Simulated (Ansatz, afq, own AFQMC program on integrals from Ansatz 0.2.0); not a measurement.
TiCl, quartet: AFQMC among the cluster methods

```xyz
2

Ti    0.0000    0.0000    0.0000
Cl    0.0000    0.0000    2.2084
```

Basis def2-SVP. Noble-gas cores (and the filled d shells of Ga–Kr and In–Xe) are frozen. Ansatz 0.2.0 and our own AFQMC program on the same integrals; the CISD trial comes from CCSD amplitudes, and released means the phaseless constraint is let go. Error bars are statistical, one sigma. The metal's outer-core s and p shells are frozen, which shifts wave-function levels against functionals.

Determinant: ROHF, the one that the program's search chose, which needn't be the lowest solution. The geometry is a PBE0/def2-TZVP stationary point of this or a neighbouring charge and spin state.

No full CI on the walks' own integrals is used here; CCSDT(Q) serves as the reference and is uncertain by about the last step of the cluster series.

Cautions: no relativity below Rb; outer-core shells of the metal frozen; higher spins were not checked; CCSDT(Q) on the UHF determinant differs (47 meV lower), by its state or its frozen core.

```
T1 diagnostic                               : 0.0311
weight of the determinant in the CISD state : 0.897
size of the correlated space                : 11 electrons in 35 orbitals
```

```csv
level,correlation energy (eV)
MP2,-4.2722
CCSD,-4.7643
CCSD(T),-4.8726
```

(1) Estimate where AFQMC with the constraint released lies against CCSD(T) on the same integrals.

(1) 1.24 ± 0.72 mEh below CCSD(T). The gap is under twice the noise, so this walk alone can't tell the two apart.

Reference: CCSDT(Q), correlation energy -4.918 eV. The released energy is read at 2.40 1/Eh (meV from the phaseless value at times in 1/Eh: -2 ± 12 at 0.24, 3 ± 13 at 0.51, 19 ± 11 at 0.99, -16 ± 18 at 1.62, -2 ± 20 at 2.40).

```tsv
level	E − E(reference) (mEh)	share of correlation (%)
CCSD(T)	1.66	99.08
CCSDT	0.45	99.75
ph-AFQMC/HF	1.22 ± 1.51	99.32
ph-AFQMC/CISD	0.51 ± 0.37	99.72
released AFQMC	0.42 ± 0.72	99.77
```

Released energies are given only where the last usable release times agree within the noise; a slower fall can still hide under it.
